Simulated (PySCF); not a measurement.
## Isomerisation enthalpies of C2H7N

**Measured values to compare with.**

CRC Handbook of Chemistry and Physics lists, for the gas at 298.15 K: enthalpy of formation of `CCN` (ethylamine) -47.5 kJ/mol; enthalpy of formation of `CNC` -18.8 kJ/mol.

The runs below try to reproduce these values; the comparison stands at the end.

Differences of these values give the isomerisation enthalpies. Geometries: PBE0-D3(BJ)/def2-SVP; runs in PySCF, gas phase, with a dispersion term only where the level names one. Total electronic energies (Eh):

```
SMILES  PBE0-D3(BJ)/def2-SVP
   CCN            -134.91242
   CNC            -134.90176
```

Geometry of `CCN` (Å):
```
atom  x, y, z in Å
C1    -1.0935   -0.1882    0.0755
C2     0.2584    0.4293   -0.2630
N3     1.4231   -0.3584    0.0869
H4    -1.9286    0.4671   -0.2205
H5    -1.1831   -0.3757    1.1584
H6    -1.2269   -1.1534   -0.4408
H7     0.3475    1.4118    0.2321
H8     0.3022    0.6437   -1.3450
H9     1.3858   -1.2662   -0.3736
H10    1.4302   -0.5507    1.0872
```

Geometry of `CNC` (Å):
```
atom  x, y, z in Å
C1    -1.1720   -0.1417   -0.0147
N2     0.0625    0.5716   -0.2122
C3     1.2384   -0.2144    0.0564
H4    -1.2387   -0.9788   -0.7297
H5    -2.0300    0.5197   -0.2102
H6    -1.3002   -0.5768    1.0025
H7     0.0723    1.4180    0.3503
H8     1.3131   -1.0399   -0.6715
H9     1.2677   -0.6752    1.0703
H10    2.1429    0.4019   -0.0606
```

Zero-point and thermal terms are left out, so the computed numbers are electronic energies.

## Comparison

Relative to `CCN`, the lowest by measurement, in kJ/mol (measured: enthalpies at 298.15 K; computed: electronic energies):

```json
{"SMILES": "CCN", "measured": "0.0", "PBE0-D3(BJ)/def2-SVP": "0.0"}
{"SMILES": "CNC", "measured": "28.7", "PBE0-D3(BJ)/def2-SVP": "28.0"}
```

Measured values: -47.5 kJ/mol (298.15 K; CRC Handbook of Chemistry and Physics) for the first row; the others come from the same table. Unsigned miss: PBE0-D3(BJ)/def2-SVP 0.7 kJ/mol. One conformer stands for `CCN`, not necessarily the lowest, while the measurement averages over conformers. Where a level misses, the cause wasn't examined.
